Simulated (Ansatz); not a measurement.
Molecular dynamics of CH$_{2}$Li, charge -1

Input:

```yaml
crystal:
  periodic: [false, false, false]
  atoms:
    - { symbol: Li, position_ang: [-1.369983, 0.783151, -0.542054] }
    - { symbol: C, position_ang: [0.083721, -0.048606, 0.03406] }
    - { symbol: H, position_ang: [0.257912, -1.137445, 0.117875] }
    - { symbol: H, position_ang: [1.028341, 0.40289, 0.390119] }
total_charge: -1
basis:
  gaussian: { orbitals: STO-3G }
hamiltonian:
  xc: pbe0
  dispersion: d4
md:
  timestep: 0.5
  n_steps: 300
  ensemble: nve
  temperature: 200.0
  initial_velocities: maxwell_boltzmann
  seed: 74121
```

Run as:

```bash
$ ansatz run input.yaml --threads 1 --pin off --max-ram 2048MiB --backend cpu --events-out ev --progress --plain --runs-dir out
```

It starts from a relaxed structure.

Output, in part (step lines, the closing report, with atoms numbered from 0):

```
md step     0: t =     0.00 fs  T =   200.0 K  F+E_penalty+E_count = -1250.12382997 eV  E_kin = 0.051704 eV  conserved = -1250.07212597 eV  (65 SCF iters)
[... lines left out ...]
Total energy: -1250.08244308 eV, -45.9396824469 hartree
Atom 0 at    -1.388338     0.801390    -0.557213 Å, force     0.426881    -0.276916     0.184363 eV/Å
Atom 1 at     0.083808    -0.056294     0.050838 Å, force    -0.008129    -0.719208    -0.103709 eV/Å
Atom 2 at     0.350226    -1.148405     0.107679 Å, force    -0.579435     0.439307    -0.138585 eV/Å
Atom 3 at     1.061370     0.379887     0.304770 Å, force     0.160683     0.556817     0.057931 eV/Å
Dipole moment:     0.248377    -0.149208     0.365963 e Å
```

The steps, from the saved trajectory:

```tsv
time (fs)	T (K)	potential energy less start (eV)	conserved less start (meV/atom)
0.0	200	0.000	0.00
5.0	95	0.027	0.04
10.0	161	0.010	0.00
15.0	82	0.031	0.03
20.0	140	0.015	0.01
25.0	54	0.038	0.04
30.0	145	0.014	0.01
35.0	107	0.024	0.03
40.0	173	0.007	0.01
45.0	111	0.023	0.04
50.0	164	0.009	0.02
55.0	86	0.030	0.04
60.0	109	0.024	0.03
65.0	93	0.028	0.04
70.0	114	0.022	0.03
75.0	98	0.026	0.04
80.0	129	0.019	0.04
85.0	144	0.015	0.04
90.0	103	0.025	0.04
95.0	118	0.021	0.03
100.0	107	0.024	0.05
105.0	129	0.019	0.04
110.0	54	0.038	0.06
115.0	127	0.019	0.04
120.0	96	0.027	0.06
125.0	138	0.016	0.04
130.0	51	0.039	0.07
135.0	165	0.009	0.04
140.0	85	0.030	0.07
145.0	122	0.020	0.05
150.0	41	0.041	0.08
```

The run went to its last step. The conserved energy stayed within 0.12 meV per atom of its start (net change 0.077 meV per atom), so the integration is sound. The temperature averaged 0.50 of the 200 K drawn at the start: a run that starts near a minimum puts about half its kinetic energy into the potential. A run of 0.15 ps of so small a system gives no equilibrium averages. Limits of this set-up: minimal basis, an anion without diffuse functions, the dipole of an ion depends on the origin.

The same pairs are bonded in the first frame and the last. Pairs count as bonded within 1.25 times the sum of covalent radii (0.12 Å more for H–H).

Last frame:

```xyz
4
Properties=species:S:1:pos:R:3
Li -1.388 0.801 -0.557
C 0.084 -0.056 0.051
H 0.350 -1.148 0.108
H 1.061 0.380 0.305
```

Time of the run: 4.7 min on 1 thread of Intel(R) Xeon(R) Platinum 8259CL CPU @ 2.50GHz (Skylake/Cascade Lake) (shared host), peak memory 0.1 GiB.
